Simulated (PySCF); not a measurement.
Work out the structure from these simulated measurements.

Formula: C5H5N.

| Property | Result |
| --- | --- |
| 13C NMR | chemical shifts (computed TMS as zero) by class: 119.4 (1 C), 87.8 (1 C), 73.6 (1 C), 9.2 (1 C), 4.6 (1 C) ppm [GIAO PBE0/pcSseg-1] |
| Triplet | lowest triplet excitation (Tamm–Dancoff): 5.43 eV [TDA PBE0/def2-SVPD] |
| Dipole | 4.13 D [PBE0/def2-SVPD] |
| NMR, other nuclei | isotropic shieldings of nuclei other than C and H, by class: -32 (1 N) ppm [GIAO PBE0/pcSseg-1] |
| UV, first state | lowest singlet excitation: 6.57 eV (189 nm, f = 0.000) [TDDFT PBE0/def2-SVPD] |
| Rotational structure | rotational constants A, B, C: 11.970, 1.606, 1.441 GHz [GFN2-xTB] |
| Polarisability | 61.4 au [PBE0/def2-SVPD] |
| 1H NMR | chemical shifts (computed TMS as zero) by class: 3.19 (2 H), 2.05 (3 H) ppm [GIAO PBE0/pcSseg-1] |

The electronic properties come from PySCF, for the isolated species, density fitting. Levels stand in brackets. Isolated species at its GFN2-xTB geometry, gas phase. NMR classes are plain means over equivalent atoms (diastereotopic ones count apart unless rotation or inversion swaps them), as if these changed places fast.

Task: Give a SMILES that accounts for the data.

Result: Numbering: `[CH3:1][C:2]#[C:3][CH2:4][C:5]#[N:6]`. Its formula, C5H5N, gives 4 degrees of unsaturation: 0 rings and 4 π bonds in the structure found. 5 carbons fall into 5 classes; from least to most shielded: nitrile carbon [C5] (119.4 ppm), alkyne carbon [C2] (87.8 ppm), alkyne carbon [C3] (73.6 ppm), sp3 carbon next to a nitrile [C4] (9.2 ppm), propargylic carbon [C1] (4.6 ppm). Hydrogen classes from least to most shielded: 2 H on an sp3 carbon next to a nitrile, C4 (3.19 ppm), 3 H on a propargylic carbon, C1 (2.05 ppm). The other shieldings belong to: -32 ppm, nitrile nitrogen [N6]. By its constants the optimised geometry is an asymmetric top. Structure: `CC#CCC#N`. Computed isomers that give other values at the same levels: `C#C[C@@H](C)C#N` (rotational constant A: 5.447 GHz; this holds for the one conformer computed); `C#C/C=N\C=C` (13C chemical shifts (computed TMS as zero) by class: 150.3 (1 C), 142.9 (1 C), 132.0 (1 C), 97.1 (1 C), 79.5 (1 C) ppm); `CC=C=CC#N` (13C chemical shifts (computed TMS as zero) by class: 230.7 (1 C), 117.4 (1 C), 98.1 (1 C), 71.3 (1 C), 16.8 (1 C) ppm). The assignments are read from this structure; whether some other isomer fits the data as well wasn't checked.
